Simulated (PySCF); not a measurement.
## BH⁺: from constants to spectrum

UHF-CCSD(T) constants of BH⁺, ²Σ⁺ (doublet), unpaired electrons σ ↑ (B 3-21G, H 3-21G; no relativity (PySCF 2.14); masses 11.0093 and 1.0078 u):

* ωe: 2455.8 cm⁻¹
* ωexe: 90.8 cm⁻¹
* Be: 12.276 cm⁻¹
* αe: 0.566 cm⁻¹
* De to B⁺ + H: 1.44 eV

Q: What force constant and bond length do these constants imply?

A: Reduced mass μred = 0.92330 u; k = 5.8918×10⁻⁷·μred·ωe² (u, cm⁻¹, mdyn/Å) = 3.28 mdyn/Å; Re = √(16.8576/(μred·Be)) (u, cm⁻¹, Å) = 1.220 Å.

Q: Estimate the centrifugal constant D from the Kratzer relation and find the Dunham coefficient a1.

A: D = 4Be³/ωe² = 0.00123 cm⁻¹; a1 = −1 − αeωe/(6Be²) = -2.54.

Correlated steps freeze 1 core orbital. For an ion De counts to the pair picked by the measured ionisation energies or electron affinities, which need not be the lowest pair at this level. 3-21G is very small, so such numbers show the basis as much as the molecule. The state was picked by a PBE0 search and need not be the measured ground state.
